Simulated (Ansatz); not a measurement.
We consider bcc Mo, described by HSE06-D3(BJ) in Ansatz (PAW).

Numerical settings: plane-wave cutoff 460 eV, 14×14×14 k mesh, Fermi–Dirac smearing 0.05 eV, no spin polarisation, scalar-relativistic PAW data made under PBE.

Computed points:

```csv
V (Å³/atom),E − E_lowest (meV/atom)
14.137,39.82
14.509,9.14
14.793,0.00
15.253,8.29
15.437,18.74
15.626,33.35
```

Problem. What bulk modulus B0 and pressure derivative B′ does a third-order Birch–Murnaghan fit give?

Solution. V0 = 14.882 Å³/atom, B0 = 318 GPa, B′ = 4.1 (fit to the energies at full precision).

Measured, for comparison: bulk modulus 265 GPa (zero-point energy and finite temperature contributions removed, our sources range from 265 to 278; as tabulated in doi:10.1021/acs.jctc.3c00612); equilibrium volume per atom 15.49 Å³/atom (static lattice: zero-point anharmonic expansion removed; as tabulated in Mejia-Rodriguez and Trickey (2018), arXiv:1807.09216). Computed (rounded) less measured: bulk modulus +20 % (+14 % to +20 % over the range), equilibrium volume per atom -3.9 %.

It cost roughly 21 core-minutes of CPU time.

Ansatz is a program for electronic structure.
